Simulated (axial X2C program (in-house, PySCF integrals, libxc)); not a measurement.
# A two-component session on ClAl: properties at the nuclei

Aim: properties at the nuclei of ClAl, with spin–orbit coupling in the Hamiltonian from the start.

The runs use an in-house X2C program for linear molecules on PySCF integrals; two-component X2C with atomic mean-field terms, Cl dyall-av3z, Al dyall-v3z.

All values are calculated.

### 1 Input

task.json reads:

```json
{"zs": [17, 13], "q": 0, "bas": ["dyall-av3z", "dyall-v3z"], "r0": 2.25, "levels": ["PBE0", "HF", "BHandHLYP", "LDA", "PBE50"], "nst": 3}
```

Keys: zs atomic numbers; q charge; bas basis sets; r0 starting distance in Å; levels methods (HF also brings MP2); nst determinants followed.

Started as:

```console
> python soeom.py task.json out
```

After this run come: Expectation values, lowest determinant.

What does the calculation give? Wanted: lowest determinant; qzz Cl; qzz Al; μ.

As calculated:

| quantity | value |
| --- | --- |
| lowest determinant | Ω = 0 (closed shell) |
| qzz Cl (a.u.), PBE0 | 0.55 |
| qzz Al (a.u.), PBE0 | -0.91 |
| μ (D), PBE0 | 1.69 |

The expectation values come from single determinants, which for open shells can mix terms of unlike spin or miss the lowest Ω, so a determinant need not be a state. qzz is the electric field gradient, eQq0 = 234.96 MHz × Q/barn × qzz; μ is positive if Al is the positive end. The operators were transformed with the bare-nucleus X2C matrices.
